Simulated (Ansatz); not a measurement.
We consider fcc Ag, described by r²SCAN0 in Ansatz (PAW).

The run printed, among other lines:

```
WARN output.stress: scf.exx.energy_threshold = 1e-6 eV is looser than the 1e-8 eV advised for a stress under a hybrid functional (1e-8 eV for each atom of the …
Crystal: 1 atoms, lattice volume = 17.719 Å³
Basis set: ecut = 520 eV, 531 PW (Γ), exchange–correlation on 72×72×72 points (27 copies of the dense FFT grid, shifted against one another)
Bands: 14, of which v1, the nominal top of the filled ones, is band 10 counted from 1 (9 counted from 0)
Symmetry: 48 space group operations
Space group: Fm-3m (ITA 225), of the structure as read, at distance tolerance 2.6e-5 Å
k-points: 104 of 2744
Functional: x = r2scan, c = r2scan; τ floored in thin density (d = 2e-4 eV/Å³), warm-up for x = 0.75 r2scan + 0.25 exact, c = r2scan; τ floored in thin density (d = 2e-4 eV/Å³)
SCF iter   1: F=—  HF=-7603.946140 eV  |F-HF|=—  |Δ(HF+E_count)|=         —  Δρ=1.03e-2  dr2=1.67e-2  dr2_τ=6.87e-4
SCF iter   2: F=—  HF=-7603.943726 eV  |F-HF|=—  |Δ(HF+E_count)|=   2.41e-3  Δρ=6.02e-3  dr2=2.35e-3  dr2_τ=6.09e-4
  ...
SCF 1 converged in 9 iterations: F = -7603.943212 eV  dr2 = 3.79e-13
Crystal: 1 atoms, lattice volume = 17.719 Å³
Initial density: handed on by an earlier stage of this run
Functional: x = 0.75 r2scan + 0.25 exact, c = r2scan; τ floored in thin density (d = 2e-4 eV/Å³)
SCF 2 converged in 7 iterations: F = -7603.345892 eV  dr2 = 1.12e-11
Crystal: 1 atoms, lattice volume = 17.719 Å³
Crystal: 1 atoms, lattice volume = 17.719 Å³
SCF iter   8: F=—  HF=-7603.350109 eV  |F-HF|=—  |Δ(HF+E_count)|=  1.95e-10  Δρ=1.86e-7  dr2=1.05e-10  dr2_τ=2.34e-13
SCF iter   9: F=-7603.350109 eV  HF=-7603.350109 eV  |F-HF|=1.36e-11  |Δ(HF+E_count)|=  8.31e-10  Δρ=3.50e-7  dr2=2.28e-11  dr2_τ=7.02e-13
SCF 4 converged in 9 iterations: F = -7603.350109 eV  dr2 = 2.28e-11
Free energy (F): -7603.350109 eV
Internal energy: -7603.348679 eV  (E = F + TS)
E sigma→0 (E₀):  -7603.349394 eV
Fermi energy:    16.292551 eV
--- Stress (GPa, compression-positive) ---
       -1.438215       0.000000      -0.000000
       -0.000000      -1.438215      -0.000000
       -0.000000      -0.000000      -1.438215
  P = ⅓ Tr σ = -1.4382 GPa (-14.382 kbar)
```

### Question
Write an input file that could have produced this run (the log leaves some choices open).

### Answer
This is not unique; one that fits is 
Ansatz 0.2 input:
```yaml
crystal:
  lattice:
    - [0.0, 2.0691935563, 2.0691935563]
    - [2.0691935563, 0.0, 2.0691935563]
    - [2.0691935563, 2.0691935563, 0.0]
  atoms:
    - { symbol: Ag, position: [0.0, 0.0, 0.0] }
basis:
  ecutwfc: 520
  ecutrho_ratio: 4
  xc_grid: 3
kpoints:
  mp_grid: { grid: [14, 14, 14] }
hamiltonian:
  xc: r2scan0
  dispersion: none
  pseudopotentials: { kind: paw }
scf:
  occupations: { method: fermi_dirac, width: 0.05 }
  convergence: { dr2_threshold: 0.0000000001 }
output:
  forces: false
  stress: true
  eigenvalues: true
```

The cell is one volume of an energy–volume scan, off the minimum.

The PAW data were made under PBE.

Note: the run warned that the count of filled bands differs between k points.

Cost on a shared machine: roughly 4 core-minutes.

Ansatz is a quantum-chemistry and plane-wave program.
